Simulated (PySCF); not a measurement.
Cartesian coordinates (Å):
SMILES: [F]
```xyz
1

F      0.0000     0.0000     0.0000
```
Charge 0, spin multiplicity 2.

Estimate the dipole moment, highest occupied spin orbital and total energy that PBE-D3(BJ)/def2-TZVP (PySCF) returns for this input.


```
Quantity                            Result
-----------------------------  -----------
dipole moment                       0.00 D
highest occupied spin orbital    -10.14 eV
total energy                   -99.6691 Ha
```
